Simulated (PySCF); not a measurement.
CH₂, SMILES [CH2], multiplicity 3.

Coordinates come from a r2SCAN-D4/def2-TZVPD optimisation. The isomer is the one that the SMILES or the coordinates give; other isomers of the formula were not compared.

These are r2SCAN-D4/def2-TZVPD (PySCF) values and carry that method's errors.

Harmonic, unscaled wavenumbers; measured fundamentals usually lie a few per cent lower.

Q: Give all harmonic wavenumbers and intensities. (The exact figures need the calculation; the answer reports its results.)

A: 
```csv
mode,ν (cm⁻¹),IR (km/mol),moving atoms (share of kinetic energy)
1,1060,8.2,"H 88 %, C 12 %"
2,3135,0.1,H 98 %
3,3368,0.0,"H 88 %, C 12 %"
```
